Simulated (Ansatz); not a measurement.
The same path of C₄H₄O (9 atoms, charge 0, multiplicity 1) was run twice with different band settings. Lost on the way: C4–H8. Made: C2–H8.

All numbers below come from UKS PBE0-D4/6-31G* (Ansatz 0.2.0).

Relaxed end points:

```xyz
9
Properties=species:S:1:pos:R:3
C -0.686 2.154 -0.193
C -0.060 1.123 -0.270
C 0.679 -0.130 -0.351
C 0.037 -1.305 0.338
O 1.738 -0.196 -0.940
H -1.224 3.075 -0.136
H 0.673 -2.185 0.227
H -0.952 -1.499 -0.093
H -0.116 -1.082 1.400
```

```xyz
9
Properties=species:S:1:pos:R:3
C -0.497 1.952 -0.450
C -0.507 0.716 0.002
C 0.614 -0.243 -0.222
C 0.479 -1.563 0.318
O 1.631 0.077 -0.852
H -1.156 2.810 -0.424
H 1.287 -2.268 0.160
H -1.368 0.351 0.573
H -0.397 -1.879 0.877
```

Common settings: climbing image yes; spring 5.0 eV/Å²; optimiser quadratic models (default); start path through a guess of the saddle point; force threshold 0.05 eV/Å; iteration limit 60; end points relaxed.

| run | movable images |
| --- | --- |
| 1 | 5 |
| 2 | 3 |

Question: What does each run give, and how far can it be trusted?

Answer: Run 1: converged after 31 iterations, highest image 3.521 eV above the first end. Neighbouring images differ by up to 2.8 eV, so the band resolves the path poorly. A vibrational analysis at the climbing image gives one clearly imaginary mode, 1719i cm⁻¹: a first-order saddle point.
Run 2: converged after 19 iterations, highest image 3.521 eV above the first end. Neighbouring images differ by up to 2.8 eV, so the band resolves the path poorly. Another band between the same ends (5 images) ends at a top of the same energy, where a vibrational analysis finds 1 clearly imaginary mode. So few images can step over the top or miss a turn of the path.
